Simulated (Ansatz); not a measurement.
Species: C4H8, SMILES `C=C(C)C` (charge 0, multiplicity 1).

**Question.** Give a relaxed geometry from Ansatz (a first-principles code) with PBE0-D3(BJ)/def2-TZVP.

**Answer.** the end point of this relaxation (outside a Z-matrix the atoms follow the SMILES, hydrogens last).
Bonded distances (Å): C1–C2 1.329, C1–H5 1.085, C1–H6 1.085, C2–C3 1.496, C2–C4 1.496, C3–H7 1.095, C3–H8 1.095, C3–H9 1.090, C4–H10 1.095, C4–H11 1.095, C4–H12 1.090. Bond angles (°): C2–C1–H5 121.4, C2–C1–H6 121.4, H5–C1–H6 117.1, C1–C2–C3 122.2, C1–C2–C4 122.2, C3–C2–C4 115.7, C2–C3–H7 110.7, C2–C3–H8 110.7, C2–C3–H9 111.8, H7–C3–H8 106.5, H7–C3–H9 108.4, H8–C3–H9 108.4, C2–C4–H10 110.7, C2–C4–H11 110.7, C2–C4–H12 111.8, H10–C4–H11 106.5, H10–C4–H12 108.4, H11–C4–H12 108.4.
